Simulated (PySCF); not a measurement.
ethanethiol: calculation against experiment

**The experiment to reproduce.**

From NIST CCCBDB Release 22 (SRD 101), experimental polarizabilities, for the gas: mean polarisability 7.38 Å³.

The results are set against them at the end.

Species: ethanethiol, C2H6S.
Atom-mapped SMILES: `[CH3:1][CH2:2][SH:3]` (hydrogens: H4, H5, H6 on C1; H7, H8 on C2; H9 on S3)

Cartesian coordinates in Å at the PBE0-D3(BJ)/def2-SVP level; atoms count from 1:
```
atom  x, y, z in Å
C1    -0.7822    0.5374    0.1167
C2     0.1143   -0.6596   -0.1309
S3     1.7117   -0.5937    0.7407
H4    -1.7509    0.4113   -0.3939
H5    -0.3229    1.4640   -0.2620
H6    -0.9707    0.6732    1.1918
H7    -0.3536   -1.5841    0.2427
H8     0.2951   -0.8140   -1.2060
H9     2.1918    0.4961    0.1025
```

The PySCF runs (gas phase, on this PBE0-D3(BJ)/def2-SVP geometry; no spin–orbit coupling):

```tsv
level	job	basis functions
PBE0/def2-SVPD	10 singlets by full TDDFT, 4 Tamm–Dancoff triplets, polarisability, ΔSCF ions, density and orbital grids written	115
LC-wPBE/def2-SVPD	10 singlets by full TDDFT, 4 Tamm–Dancoff triplets, polarisability, ΔSCF ions	115
PBE0/6-31+G*	10 singlets by full TDDFT, 4 Tamm–Dancoff triplets, polarisability	70
PBE0/6-31G*	10 singlets by full TDDFT, 4 Tamm–Dancoff triplets, polarisability	58
PBE0/aug-cc-pVDZ	10 singlets by full TDDFT, 4 Tamm–Dancoff triplets, polarisability	127
PBE0/aug-cc-pVTZ	10 singlets by full TDDFT, 4 Tamm–Dancoff triplets, polarisability	280
PBE0/def2-SVP	10 singlets by full TDDFT, 4 Tamm–Dancoff triplets, polarisability	76
PBE0/def2-TZVP	10 singlets by full TDDFT, 4 Tamm–Dancoff triplets, polarisability	135
PBE0/def2-TZVPD	10 singlets by full TDDFT, 4 Tamm–Dancoff triplets, polarisability	174
wB97X-D/def2-SVPD	10 singlets by full TDDFT, 4 Tamm–Dancoff triplets, polarisability, ΔSCF ions	115
```

All basis functions are spherical.

**Comparison with experiment**

**Mean polarisability.** Measured: 7.38 Å³ (NIST CCCBDB Release 22 (SRD 101), experimental polarizabilities).

```tsv
level	computed (Å³)	computed − measured (Å³)	% (from the printed values)
PBE0/def2-SVPD	7.24	-0.14	-2
LC-wPBE/def2-SVPD	6.98	-0.40	-5
PBE0/6-31+G*	6.38	-1.00	-14
PBE0/6-31G*	5.57	-1.81	-25
PBE0/aug-cc-pVDZ	7.32	-0.06	-1
PBE0/aug-cc-pVTZ	7.40	+0.02	0
PBE0/def2-SVP	5.62	-1.76	-24
PBE0/def2-TZVP	6.58	-0.80	-11
PBE0/def2-TZVPD	7.37	-0.01	0
wB97X-D/def2-SVPD	7.17	-0.21	-3
```

Closest is PBE0/def2-TZVPD (-0.01 Å³), furthest PBE0/6-31G* (-1.81 Å³); one molecule doesn't rank methods. The computed values are static and purely electronic, with core orbitals frozen in the response (1 au = 0.148185 Å³). The table of measured values doesn't say here whether a value is static or optical, or holds a vibrational part. The measurement averages over conformers, the calculation has one.

The geometry is computed, not the measured one. Where a level misses, the cause wasn't examined.
